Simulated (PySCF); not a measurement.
A made-up structure of MgSiH$_{3}$F, singlet:

F1  (0.384, -1.370, 0.814)
Mg2  (0.845, -2.850, 1.638)
Si3  (-0.293, 0.782, -0.384)
H4  (-1.522, 0.603, -1.212)
H5  (0.774, 1.276, -1.304)
H6  (-0.580, 1.892, 0.571)
(Å)

It is relaxed with PBE-D4/def2-SVP and then PBE0-D4/def2-TZVP (PySCF 2.14 with density fitting (its default auxiliary sets; JK sets also for MP2 and CCSD(T))). Atoms count as bonded within 1.22 times the sum of their covalent radii (H–H: 0.88 Å). The end point is not checked to be a true minimum.

(1) Does its bonding change? (A judgement: the text doesn't fix the answer.)

## Answers

(1) Computed: Yes. Formed: F1–Si3; broken: F1–Mg2.

Where it ends: The first stage lowers the energy by 1.71 eV in 20 steps. It ends as a complex of SiH₃F ([F][SiH3]) + Mg:
F1  (-0.879, -1.009, 0.110)
Mg2  (2.121, -1.613, 1.864)
Si3  (-0.479, 0.469, -0.365)
H4  (-1.589, 0.988, -1.200)
H5  (0.774, 0.388, -1.151)
H6  (-0.284, 1.313, 0.837)
(Å)

Labels in which every atom is bracketed show which atoms are joined, not bond orders.

For scale, one of the runs: PBE0-D4/def2-TZVP relaxation, 118 basis functions, launched by `OMP_NUM_THREADS=2 python run.py`. Time: 110 s of wall clock on 2 CPU threads of an Intel Xeon 6975P-C; the host was shared. Peak host memory: 1.1 GiB.
